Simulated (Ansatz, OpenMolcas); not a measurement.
**Strength of the C–H bond: CH4 → CH3 + H**

Species: CH4 (methane) `C`, singlet; CH3 (methyl radical) `[CH3]`, doublet; H atom, doublet. 

Shapes, held fixed at every level: PBE0-D4/def2-TZVP. Programs: Ansatz 0.2.0, OpenMolcas 26.06. The zero-point and thermal change to 298 K, harmonic and unscaled (5/2 RT less the spin-orbit lowering for atoms, PBE0-D4/def2-TZVP), is -32.5 kJ/mol.

**The experiment to reproduce.** Tabulated heats of formation (Active Thermochemical Tables, tabulated atomic heats): CH4 -74.5 (ATcT); CH3 +146.5 (ATcT); H +218.0 (atomic table) kJ/mol, which give ΔH(298 K) = +439.0 kJ/mol.

| level | kind | ΔH (kJ/mol) | computed − measured |
| --- | --- | --- | --- |
| HF/def2-TZVPP | Hartree–Fock | +324.2 | -114.9 |
| r2SCAN-D4/def2-TZVPP | meta-GGA | +419.1 | -19.9 |
| B3LYP/6-31G* (spherical functions) | global hybrid | +439.7 | +0.6 |
| B3LYP-D4/def2-TZVPP | global hybrid | +433.5 | -5.5 |
| PBE0-D4/def2-TZVPP | global hybrid | +426.0 | -13.0 |
| r2SCAN0-D4/def2-TZVPP | global hybrid | +417.9 | -21.1 |
| MP2/def2-SVP | perturbation theory | +418.6 | -20.4 |
| CCSD(T)/CBS estimate | coupled cluster or CI | +439.8 | +0.7 |

Nearest: B3LYP/6-31G* (spherical functions) (+0.6); farthest: HF/def2-TZVPP (-114.9). 3 of 8 levels lie within 10 kJ/mol. Electron pairs are made or broken, so correlation matters. Open shells run unrestricted unless RO is named. The CBS estimate extrapolates MP2 from def2-TZVPP and def2-QZVPP and adds CCSD(T) − MP2 in the triple-zeta set, cores frozen.
